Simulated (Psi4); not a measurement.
# N2O (SMILES N#[N+][O-]) at CAM-B3LYP/aug-cc-pVDZ (sweep point 3)

We compute a geometry optimisation of N2O. 

Program for the calculation: Psi4 1.11.

### 1 The system as given

N2O: 3 atoms, total charge 0, spin state singlet. As SMILES, `N#[N+][O-]`. The coordinates come from a PBE0-D4/def2-TZVP relaxation. The run starts from this shape.

Bond lengths: N1–N2 1.118 Å, N2–O3 1.174 Å. Angles: N1–N2–O3 180.0°.

### 2 A structure relaxation at CAM-B3LYP/aug-cc-pVDZ (sweep point 3)

The input, calc.inp:

```
memory 1600 mb

molecule mol {
  0 1
  N     -0.511700     1.001300    -0.167900
  N     -0.008400     0.016500    -0.002800
  O      0.520100    -1.017800     0.170700
  symmetry c1
}

set {
  basis                aug-cc-pVDZ
  puream               true
  scf_type             pk
  dft_radial_points    35
  dft_spherical_points 110
  g_convergence        gau_tight
  geom_maxiter         50
}

opt('cam-b3lyp')
```

On the command line:

```
$ psi4 -n 1 calc.inp calc.out
```

Q: Predict the results. Wanted: total energy at the end; dipole moment; HOMO energy; LUMO energy; HOMO–LUMO gap.

Computed results:

Level: CAM-B3LYP/aug-cc-pVDZ (sweep point 3).

| quantity | value |
| --- | --- |
| total energy at the end | -184.62096 Eh |
| dipole moment | 0.18 D |
| HOMO energy | -11.26 eV |
| LUMO energy | 0.62 eV |
| HOMO–LUMO gap | 11.88 eV |

In words: At the final geometry: Bond lengths: N1–N2 1.126 Å, N2–O3 1.187 Å. Angles: N1–N2–O3 180.0°. The optimisation took 5 steps and changed the energy by -0.010 eV.
